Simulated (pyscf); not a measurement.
Optimised with ωB97X-D3(BJ)/def2-SVP in PySCF.

### Question
Estimate the classical barrier height and the reaction energy of hydrogen chloride (HCl) + H₂N–GeH(Cl)–Cl -> Cl–GeH(Cl)–Cl + ammonia (NH₃) at ωB97M-D3(BJ)/def2-TZVP. The step runs on the singlet surface, breaks Cl–H, Ge–N and forms Cl–Ge, H–N; take the separated reactants as zero.

### Answer
ΔE‡ = 0.8 kcal/mol, ΔE = -12.1 kcal/mol. Zero-point energy shifts the barrier by +1.2 kcal/mol. It is a four-centre exchange, with an imaginary mode of 500i cm⁻¹. On the reactant side the descent ends in a complex, 6.5 kcal/mol under the separated species and 5.9 kcal/mol under the saddle at ωB97X-D3(BJ)/def2-TZVP. On the product side the descent ends in an adduct with a Ge–N contact (not fully relaxed), 5.4 kcal/mol under the separated species and 18.3 kcal/mol under the saddle at ωB97X-D3(BJ)/def2-TZVP. What is counted as broken (Ge–N) persists as a longer contact in the product adduct; parting that adduct is a step of its own. One saddle was located; it need not be the lowest between these sides. Elements up to Kr have no core potential and no relativistic terms here.
